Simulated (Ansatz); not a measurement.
C3H8N2 (`CNC(C)=N`). Charge 0, multiplicity 1.

```tsv
atom	x (Å)	y (Å)	z (Å)
C1	-1.703	0.831	-0.515
N2	-0.504	0.611	0.250
C3	0.323	-0.434	-0.037
C4	1.611	-0.429	0.740
N5	-0.040	-1.313	-0.889
H6	-1.490	1.047	-1.568
H7	-2.325	-0.064	-0.487
H8	-2.255	1.664	-0.080
H9	-0.100	1.398	0.725
H10	2.190	-1.327	0.530
H11	1.416	-0.381	1.815
H12	2.219	0.441	0.474
H13	0.657	-2.046	-0.957
```

Task: Give the diagnostics of a CCSD(T)/def2-TZVPP run (frozen core, Ansatz). (An estimate is asked.)

Result: Computed: T1 = 0.0120, largest single amplitude 0.016, largest double 0.018, (T) share of the correlation energy 4.1 %, 9 CCSD cycles. The RHF solution is stable towards an unrestricted one. T1 lies under the customary mark of 0.02 for closed shells.
